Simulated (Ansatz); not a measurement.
# C2HClOS: ionisation energy by level of theory

An exercise on one series of results from a longer session: the logs are not shown, and one member is left open.

Method: unrestricted cation, the program's frozen cores in correlated methods; program: Ansatz 0.2.0, Gaussian basis.

Levels to be run: UKS PBE-D4/def2-TZVPP; UKS r2SCAN-D4/def2-TZVPP; UKS PBE0-D4/def2-TZVPP; UKS B3LYP-D4/def2-TZVPP; UKS wB97X-V/def2-TZVPP; UKS wB97M-V/def2-TZVPP; UKS B2PLYP/def2-TZVPP; UHF-CCSD(T)/def2-TZVPP; UHF-MP2/def2-QZVPP; extrapolation to the limit; then −ε(HOMO) from the neutral's earlier runs with LDA (SPW92), PBE-D4, revPBE-D4, BLYP-D4, r2SCAN-D4, B97M-V, PBE0-D4, B3LYP-D4, r2SCANh-D4, r2SCAN0-D4, HSE06-D4, BHLYP-D4, CAM-B3LYP-D4, LC-ωPBE, ωB97X-V, ωB97M-V.

## The geometry

An earlier PBE0-D4 in a triple-zeta def2 set relaxation fixed the geometry.

6 atoms, charge 0, spin multiplicity 1.

Atoms are counted from 1 here; the program's logs count them from 0.

Bond lengths: S1–C2 1.584 Å, C2–O3 1.331 Å, C2–C4 1.440 Å, O3–C4 1.459 Å, C4–Cl5 1.726 Å, C4–H6 1.084 Å. Angles: S1–C2–O3 140.6°, S1–C2–C4 155.9°, O3–C2–C4 63.4°, C2–O3–C4 61.9°, C2–C4–O3 54.7°, C2–C4–Cl5 121.4°, C2–C4–H6 122.4°, O3–C4–Cl5 116.7°, O3–C4–H6 114.3°, Cl5–C4–H6 113.2°.

Coordinates:

```
S    -0.6841   -1.6363    1.5681
C    -0.4114   -0.6000    0.4009
O    -1.0506    0.0456   -0.5719
C     0.3760    0.3011   -0.3996
Cl    0.8189    1.8658    0.1787
H     0.9932   -0.0402   -1.2224
```

Set-up of the first run:

in.yaml reads:

```yaml
crystal:
  periodic: [false, false, false]
  atoms:
    - {symbol: S, position_ang: [-0.684076, -1.636265, 1.568051]}
    - {symbol: C, position_ang: [-0.411376, -0.599994, 0.400924]}
    - {symbol: O, position_ang: [-1.050598, 0.045592, -0.571860]}
    - {symbol: C, position_ang: [0.375967, 0.301138, -0.399599]}
    - {symbol: Cl, position_ang: [0.818938, 1.865829, 0.178750]}
    - {symbol: H, position_ang: [0.993244, -0.040199, -1.222365]}
basis:
  gaussian: {orbitals: def2-TZVPP}
total_charge: 1
magnetization: {spin_polarized: true, initial_magnetization: 1}
hamiltonian: {xc: pbe, dispersion: d4}
```

Steps of the session up to this table: Cation, UKS PBE-D4/def2-TZVPP; Cation, UKS r2SCAN-D4/def2-TZVPP; Cation, UKS PBE0-D4/def2-TZVPP; Cation, UKS B3LYP-D4/def2-TZVPP; Cation, UKS wB97X-V/def2-TZVPP; Cation, UKS wB97M-V/def2-TZVPP; Cation, UKS B2PLYP (frozen core)/def2-TZVPP; Cation, UHF-CCSD(T)/def2-TZVPP; Cation, UHF-MP2/def2-QZVPP.

One table of the session follows, with a row left open; its other results are not shown here.

It belongs to the step «Ionisation energies side by side». For comparison, −ε(HOMO) of the neutral from earlier runs:

| functional | −ε(HOMO) (eV) |
| --- | --- |
| LDA (SPW92) | 6.16 |
| PBE-D4 | 6.01 |
| revPBE-D4 | 5.95 |
| BLYP-D4 | 5.85 |
| r2SCAN-D4 | 6.27 |
| B97M-V | 6.30 |
| PBE0-D4 | 7.24 |
| B3LYP-D4 | 7.00 |
| r2SCANh-D4 | 6.73 |
| r2SCAN0-D4 | ? |
| HSE06-D4 | 6.84 |
| BHLYP-D4 | 8.34 |
| CAM-B3LYP-D4 | 8.57 |
| LC-ωPBE | 9.94 |
| ωB97X-V | 9.56 |
| ωB97M-V | 9.40 |

Q: Estimate the row for r2SCAN0-D4 from the others.

Worked estimate for «−ε(HOMO) (eV)». Against the share of exact exchange, r2SCAN-D4 (0, 6.27), r2SCANh-D4 (0.1, 6.73) give a slope of 4.60 per unit share; at 0.25 the line stands at 7.42.

As computed: −ε(HOMO) (eV): 7.41. In «−ε(HOMO) (eV)» the line misses by +0.01.
